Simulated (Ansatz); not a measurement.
Write a Python script for Ansatz 0.2.0 through its Python package that makes a geometry optimisation of C3H4F2, SMILES F[C@@H]1C[C@H]1F. Level of theory: B3LYP, 6-31G* basis, multiplicity 1, D4 dispersion.

Input file `c3h4f2.xyz`:
```text
9

F    -0.25130    1.86100   -0.59860
C    -0.12410    0.79530    0.27340
C     0.83400   -0.28980   -0.11190
C    -0.64370   -0.52850   -0.17030
F    -1.18470   -1.36210    0.79130
H    -0.23050    1.10290    1.30130
H     1.36610   -0.17760   -1.04720
H     1.38840   -0.77950    0.67750
H    -1.15420   -0.62180   -1.11550
```

`c3h4f2_opt.py`:
```python
"""Minimum-energy structure of C3H4F2."""

import warnings

import ansatz
import numpy as np

warnings.simplefilter("ignore", ansatz.DeckWarning)

molecule = ansatz.Crystal.molecule_from_extxyz("c3h4f2.xyz")

model = (
    molecule.calculation()
    .basis(gaussian="6-31G*")
    .functional("B3LYP", dispersion="d4")
)
symbols = [site.symbol for site in molecule.cartesian_sites]
start = np.array([site.position_ang for site in molecule.cartesian_sites], dtype=float)
def progress(event):
    if event["event"] == "relax_step":
        row = event["data"]
        print(f"step {row['step']:3d}  E = {row['lagrangian_ev']:.6f} eV  largest force component {row['allowed_force_max_ev_ang']:.4f} eV/A")


summary = model.relax(force_tolerance=0.01).session().plan().execute(on_event=progress).report
end = np.array(summary["positions_ang"])

print(f"E = {summary['free_energy_ev']:.6f} eV = {summary['free_energy_ev'] / 27.211386246:.7f} Ha")
print("converged:", summary["converged"], " doubts:", summary["published_state_doubts"] or "none")

print("final positions (A) and the move of each atom")
for symbol, xyz, old in zip(symbols, end, start):
    print(f"{symbol:2s} {xyz[0]:10.5f} {xyz[1]:10.5f} {xyz[2]:10.5f}   {np.linalg.norm(xyz - old):7.4f}")
```

```console
$ python c3h4f2_opt.py
step   1  E = -8608.423053 eV  largest force component 0.4923 eV/A
step   2  E = -8608.432789 eV  largest force component 0.3283 eV/A
step   3  E = -8608.432512 eV  largest force component 0.1195 eV/A
step   4  E = -8608.437288 eV  largest force component 0.0246 eV/A
step   5  E = -8608.437865 eV  largest force component 0.0566 eV/A
step   6  E = -8608.437801 eV  largest force component 0.0878 eV/A
step   7  E = -8608.438026 eV  largest force component 0.0049 eV/A
E = -8608.438170 eV = -316.3542677 Ha
converged: True  doubts: none
final positions (A) and the move of each atom
F    -0.28287    1.85787   -0.58864    0.0332
C    -0.12634    0.79684    0.26614    0.0077
C     0.84226   -0.29267   -0.11304    0.0088
C    -0.64458   -0.52898   -0.16268    0.0077
F    -1.20899   -1.33952    0.78886    0.0333
H    -0.21607    1.07935    1.31192    0.0296
H     1.36147   -0.20679   -1.06316    0.0336
H     1.40649   -0.75502    0.69167    0.0336
H    -1.13136   -0.61117   -1.13107    0.0296
```

Total energies depend on the basis set; only differences at equal settings carry meaning. The end point is the stationary point reached from this start; no frequency run checks that it is a minimum, and the basis set is modest. b3lyp holds the VWN-RPA fit, as in Gaussian; the form of ORCA and Turbomole is b3lyp5. Run time: 24 s on 1 thread of Arm Neoverse V1, with other jobs on the host, peak memory 0.23 GiB.
